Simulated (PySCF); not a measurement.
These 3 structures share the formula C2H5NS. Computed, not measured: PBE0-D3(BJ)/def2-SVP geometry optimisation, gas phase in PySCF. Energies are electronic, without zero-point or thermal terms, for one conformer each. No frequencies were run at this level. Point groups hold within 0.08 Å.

Problem. Order them by energy at this level, lowest first, and give relative energies in kcal/mol.
A. `[H]/[N:1]=[CH:2]/[CH2:3][SH:4]` with N1–C2–C3–S4 115°, C2–C3–S4–H -63°
B. `[H]/[N:4]=[CH:3]\[S:2][CH3:1]` with C1–S2–C3–N4 0°
C. `CC(N)=S` (thioacetamide)

Solution. C (0.0), B (19.3), A (21.6).

As drawn, the lowest has a C=S bond, which the highest lacks; the highest has a C=N bond and an S–H bond, which the lowest lacks. Neighbours under 2.5 kcal/mol apart ([H]/N=C\SC and [H]/N=C/CS) can change places with a better method, another conformer or zero-point energy.

| SMILES | E (Eh) | E rel (kcal/mol) | dipole (D) | point group | A, B, C (MHz) |
| --- | --- | --- | --- | --- | --- |
| CC(N)=S | -531.65691 | 0.0 | 4.49 | Cs | 9641, 5029, 3374 |
| [H]/N=C\SC | -531.62613 | 19.3 | 2.30 | Cs | 10890, 4841, 3426 |
| [H]/N=C/CS | -531.62245 | 21.6 | 1.28 | C1 | 20323, 2923, 2792 |
